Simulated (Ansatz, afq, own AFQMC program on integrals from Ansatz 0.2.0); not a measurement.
# Where AFQMC and coupled cluster stand for AlNH, doublet

```xyz
3

Al    0.0000    0.0000   -1.4970
N     0.0000    0.0000    0.2404
H     0.0000    0.0000    1.2567
```

Connectivity, by distances: Al–NH.

Basis cc-pVDZ. Noble-gas cores (and the filled d shells of Ga–Kr and In–Xe) are frozen. Integrals, coupled cluster, full CI and functionals: Ansatz 0.2.0; the random walks run on the same integrals in our own AFQMC program. The CISD trial takes its coefficients from CCSD amplitudes. Released means that phaseless walkers are propagated on without the constraint, phases kept. Free AFQMC starts from the CCSD state and is never constrained. Its projection time is finite, and what remains of the start isn't in its error. ± is one standard error of the sampling.

Determinant: UHF, the one that the program's search chose, which needn't be the lowest solution. The geometry is a point of a scan.

No full CI on the walks' own integrals is used here; CCSDT(Q) serves as the reference and is uncertain by about the last step of the cluster series.

```
T1 diagnostic                               : 0.0182
weight of the determinant in the CISD state : 0.885
⟨S²⟩ of the determinant                     : 0.761
size of the correlated space                : 9 electrons in 31 orbitals
```

Reference: CCSDT(Q), correlation energy -5.799 eV. The released energy is read at 1.62 1/Eh, later times being too noisy (meV from the phaseless value at times in 1/Eh: -15 ± 14 at 0.24, -11 ± 14 at 0.51, -26 ± 13 at 0.99, -29 ± 15 at 1.62, -15 ± 19 at 2.40).

```
         level  E − E(reference) (meV)  share of correlation (%)
            HF                  5799.0                      0.00
           MP2                   940.3                     83.79
          CCSD                   177.5                     96.94
       CCSD(T)                    37.5                     99.35
         CCSDT                    14.0                     99.76
   ph-AFQMC/HF             57.6 ± 54.2                     99.01
 ph-AFQMC/CISD              27.6 ± 8.9                     99.52
released AFQMC             -1.7 ± 15.5                    100.03
    free AFQMC              8.9 ± 24.5                     99.85
```

Free projections are given only where their last times agree within the noise and don't stop above the reference; a slow remainder of the start can still hide under it. A walk keeps the symmetry of its determinant, which the program's search chose and which needn't be the lowest solution, so a lower state of the same spin and another symmetry isn't excluded. Released energies are given only where the last usable release times agree within the noise; a slower fall can still hide under it.
